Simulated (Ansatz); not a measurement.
**[Cl···H···S], triplet: transfer scan**

Starting geometry:

```xyz
3

Cl    0.0000    0.0000   -1.5663
H     0.0000    0.0000   -0.2875
S     0.0000    0.0000    1.8537
```

From there H2 is moved from one fragment to the other while all else, the fragments' distance too, stays fixed, so the hump isn't the reaction's barrier; atoms are numbered as listed. Energies are in eV, counted from the starting geometry at the same level.

Basis cc-pVTZ; Ansatz 0.2.0. Only valence electrons are correlated (noble-gas cores frozen). Prefix R: restricted or restricted open-shell reference; prefix U: unrestricted.

The reference follows the lowest state, whose symmetry changes along the scan.

Full CI isn't at hand for all of this; UCCSDT(Q) serves as the reference, and is uncertain by about the last step of the cluster series.

```
distance Cl1-H2 (Å)   UMP2
              1.279  0.000
              1.388  0.123
              1.605  0.767
              1.823  1.444
              2.040  1.097
```

Estimate the UCCSDT(Q) curve in cc-pVTZ from this one, knowing how UMP2 errs.

The computed UCCSDT(Q) values, in eV from the starting point, and the error of UMP2 against them:
```csv
distance Cl1-H2 (Å),UCCSDT(Q),UMP2 less UCCSDT(Q)
1.279,0.000,0.000
1.388,0.121,0.003
1.605,0.760,0.008
1.823,1.194,0.251
2.040,0.949,0.148
```

The error spans 0.251 eV and is largest, 0.251 eV, at 1.823 Å.
